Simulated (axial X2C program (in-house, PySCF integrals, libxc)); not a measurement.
Bond lengths and stretching modes, held linear, of NSiO⁺

Computed with an in-house all-electron X2C program for linear molecules (integrals from PySCF): two-component X2C with atomic mean-field Coulomb and Gaunt terms, Gaussian nuclei, basis N dyall-av3z, Si dyall-v3z, O dyall-av3z with contracted cores. Spin-free rows use the one-electron spin-free X2C Hamiltonian.

Masses N 14.003, Si 27.977, O 15.995 u. States: 2c Ω = 1 (beyond evenly filled blocks: ω = -1/2, ω = 3/2); spin-free M_S = 1, Λ = 0 (beyond evenly filled blocks: π+α, π-α).

PBE0, 2c: energies above the lowest point

```json
{"r(N–Si) (Å)": "1.7530", "r(Si–O) (Å)": "1.4635", "E (meV)": "59.85"}
{"r(N–Si) (Å)": "1.7530", "r(Si–O) (Å)": "1.5010", "E (meV)": "15.92"}
{"r(N–Si) (Å)": "1.7530", "r(Si–O) (Å)": "1.5385", "E (meV)": "58.67"}
{"r(N–Si) (Å)": "1.7980", "r(Si–O) (Å)": "1.4635", "E (meV)": "42.07"}
{"r(N–Si) (Å)": "1.7980", "r(Si–O) (Å)": "1.5010", "E (meV)": "0.00"}
{"r(N–Si) (Å)": "1.7980", "r(Si–O) (Å)": "1.5385", "E (meV)": "44.96"}
{"r(N–Si) (Å)": "1.7980", "r(Si–O) (Å)": "1.5760", "E (meV)": "158.98"}
{"r(N–Si) (Å)": "1.8429", "r(Si–O) (Å)": "1.4635", "E (meV)": "58.66"}
{"r(N–Si) (Å)": "1.8429", "r(Si–O) (Å)": "1.5010", "E (meV)": "17.79"}
{"r(N–Si) (Å)": "1.8429", "r(Si–O) (Å)": "1.5385", "E (meV)": "64.23"}
{"r(N–Si) (Å)": "1.8879", "r(Si–O) (Å)": "1.5010", "E (meV)": "61.60"}
{"r(N–Si) (Å)": "1.8879", "r(Si–O) (Å)": "1.5760", "E (meV)": "225.83"}
```

Task: Fit a quadratic surface with cubic terms in each bond: where is the minimum, and what are the two stretching wavenumbers?

Result: At PBE0, 2c: bonds 1.795 and 1.499 Å; harmonic stretches 646.1 and 1312.7 cm⁻¹; force constants 2.7, 9.99 and coupling 0.14 mdyn/Å.

The other levels and Hamiltonians give:

```
Hamiltonian      level  r(N–Si) (Å)  r(Si–O) (Å)  lower stretch (cm⁻¹)  upper stretch (cm⁻¹)
         2c  BHandHLYP        1.784        1.480                 656.4                1380.2
  spin-free       PBE0        1.795        1.499                 646.2                1312.8
  spin-free  BHandHLYP        1.784        1.480                 656.5                1380.3
```

Each state is one determinant, the lowest of a limited PBE0 search; the stretches come from a fit to these few points and carry an uncertainty of a few per cent. Other orders of the atoms were not compared. Left out for rough or failed fits: HF 2c, MP2 2c, HF spin-free, MP2 spin-free. The molecule was held linear; bending was not examined, so a bent shape may lie lower. Open-shell Ω = 0 determinants with evenly filled partner blocks cannot be reached by this program, so the Ω shown need not be the lowest component. Note: several unpaired electrons, one determinant need not be a pure state.
